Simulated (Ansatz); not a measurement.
# SiNH₅ (singlet): wave-function methods side by side at twist about Si1–N2 = 13.3°, cc-pVDZ

Aim: climb from Hartree-Fock through coupled cluster and multireference methods for SiNH₅ (singlet) at one geometry and basis, and see what each rung misses.

Method: cc-pVDZ, core rule «outside noble gas», up to 6 orbitals frozen; program: Ansatz 0.2.0, Gaussian basis.

Plan: UHF; CCSD(T) on RHF; BCCD(T) on RHF; CISD; CCSDT(Q) on RHF; CASSCF and NEVPT2, 2 electrons in 2 orbitals; CASSCF and NEVPT2, 8 electrons in 8 orbitals.

16 further runs of the same task are left out: 13 that didn't finish, 3 set aside as unsound or not needed.

## (1) The geometry

The geometry derives from a PBE0/def2-TZVP stationary point (not a proven minimum). One half is turned about the bond named; the halves are rigid.

7 atoms, charge 0, spin multiplicity 1.

Atoms are counted from 1 here; the program's logs count them from 0.

Bond lengths: Si1–N2 1.720 Å, Si1–H3 1.486 Å, Si1–H4 1.486 Å, Si1–H5 1.494 Å, N2–H6 1.007 Å, N2–H7 1.007 Å. Angles: N2–Si1–H3 107.9°, N2–Si1–H4 107.9°, N2–Si1–H5 116.0°, H3–Si1–H4 110.5°, H3–Si1–H5 107.3°, H4–Si1–H5 107.3°, Si1–N2–H6 119.6°, Si1–N2–H7 119.6°, H6–N2–H7 110.6°.

## (2) UHF

Contents of in.yaml:

```yaml
crystal:
  periodic: [false, false, false]
  atoms:
    - {symbol: Si, position_ang: [-0.011673, -0.002794, 0.572596]}
    - {symbol: N, position_ang: [0.053523, -0.002794, -1.146538]}
    - {symbol: H, position_ang: [0.683947, -1.223479, 1.055816]}
    - {symbol: H, position_ang: [0.683945, 1.217891, 1.055816]}
    - {symbol: H, position_ang: [-1.378855, -0.002795, 1.175237]}
    - {symbol: H, position_ang: [-0.394203, -0.743564, -1.661774]}
    - {symbol: H, position_ang: [-0.013368, 0.868642, -1.647331]}
basis:
  gaussian: {orbitals: cc-pVDZ}
magnetization: {spin_polarized: true, initial_magnetization: 0}
hamiltonian: {xc: hf}
output: {orbitals: {seedname: orbitals}}
```

Launch:

```
> ansatz run in.yaml --threads 1 --pin off --events-out ev --progress --plain --max-ram 2393MiB
```

The runs that follow: CCSD(T) on RHF; BCCD(T) on RHF; CISD; CCSDT(Q) on RHF; CASSCF and NEVPT2, 2 electrons in 2 orbitals; CASSCF and NEVPT2, 8 electrons in 8 orbitals.

**Question.** What will the summary of the whole plan be? Wanted: RCCSDT(Q) below the RHF energy; RMP2 from RCCSDT(Q); RCCSD from RCCSDT(Q); RCCSD(T) from RCCSDT(Q); NEVPT2 pair from RCCSDT(Q); NEVPT2 frontier from RCCSDT(Q); T1 diagnostic.

**Answer**, as computed:

| quantity | value |
| --- | --- |
| RCCSDT(Q) below the RHF energy | -8.8411 eV |
| RMP2 from RCCSDT(Q) | +26.93 kcal/mol |
| RCCSD from RCCSDT(Q) | +5.02 kcal/mol |
| RCCSD(T) from RCCSDT(Q) | +0.76 kcal/mol |
| NEVPT2 pair from RCCSDT(Q) | +27.56 kcal/mol |
| NEVPT2 frontier from RCCSDT(Q) | +31.84 kcal/mol |
| levels within 1 kcal/mol (43 meV) | RCCSD(T), BCCD(T), RCCSDT |
| T1 diagnostic | 0.010 |

RCCSD(T) lands +0.76 kcal/mol from the yardstick (0.4 % of the correlation energy). Of the multireference levels listed NEVPT2 pair comes nearest in total energy (+27.56 kcal/mol), which doesn't show that its space is the better one. These misses are within one basis, not against nature.
